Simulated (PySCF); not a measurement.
# A diatomic session: PO

Aim: find the lowest electronic state of PO, scan its bond at several levels of theory, and get bond length, wavenumber and dissociation energy from each curve.

Program: PySCF 2.14.0. Level of theory: P 3-21G, O 3-21G, no relativity. These are calculated values, not measurements.

**1. The job**

Settings of the job:

```json
{
 "atoms": "P, O",
 "charge": "0",
 "basis": "P 3-21G, O 3-21G",
 "Hamiltonian": "no relativity",
 "basis functions": "22",
 "electrons treated": "23",
 "masses in u": "30.9738, 15.9949",
 "levels": "PBE0, PBE, r²SCAN, M06-2X, TPSS, LDA, CAM-B3LYP, HF, MP2, SCS-MP2, CCSD, CCSD(T)",
 "grid": "80 radial by 434 angular points",
 "occupations": "held fixed by the projection of orbital angular momentum",
 "dissociation limit": "P + O, each in its ground configuration",
 "starting distance in angstrom": "1.665",
 "values of 2S to try": "1, 3, 5"
}
```

The run is started by

```sh
OMP_NUM_THREADS=1 python dia.py task.json out
```

The runs that follow: The PBE0 curve of the state that the search chose; Other states along the same grid; PBE; r²SCAN; M06-2X (hybrid meta-GGA); TPSS (meta-GGA); LDA; CAM-B3LYP (range-separated hybrid); UHF (mean field); MP2 and coupled cluster.

Before running it: what results should come out? Wanted: for each run, Re; ωe; De; μ.

**Answer**, as computed:

Lowest PBE0 solution found, without spin–orbit coupling: ²Π (doublet), unpaired electrons π ↑. State 2 has its PBE0 minimum 2.19 eV higher. The other levels ran on the lowest alone.

```
      level  Re (Å)  ωe (cm⁻¹)  De (eV)  μ (D)
   UHF-CCSD   1.586       1091     3.32    n/a
UHF-CCSD(T)   1.601       1047     3.62    n/a
        LDA   1.582       1104     6.27  -1.44
        PBE   1.596       1073     5.26  -1.44
       TPSS   1.593       1081     4.73  -1.50
     r²SCAN   1.582       1114     4.58  -1.60
       PBE0   1.569       1163     4.25  -1.74
     M06-2X   1.555       1212     4.32  -1.97
  CAM-B3LYP   1.560       1186     4.37  -1.78
```

De is counted to P + O in their ground configurations. A positive dipole means P(−)O(+). No constants: UHF (the points don't follow one smooth fit); UHF-MP2 (the points don't follow one smooth fit); UHF-SCS-MP2 (the points don't follow one smooth fit).

What this shows: Bond lengths run from 1.555 Å (M06-2X) to 1.601 Å (UHF-CCSD(T)). Among the levels with a De in the table, it runs from 3.32 eV (UHF-CCSD) to 6.27 eV (LDA).

Correlated steps freeze 6 core orbitals. The basis is very small, so these numbers show the basis as much as the molecule. A negative De means that the minimum lies above the separated atoms at that level. T1 is 0.031 near the minimum (highest on the curve 0.062), which may point to more than one leading configuration. At some levels the lowest empty orbital lies below the highest filled one (the two can be of opposite spin).
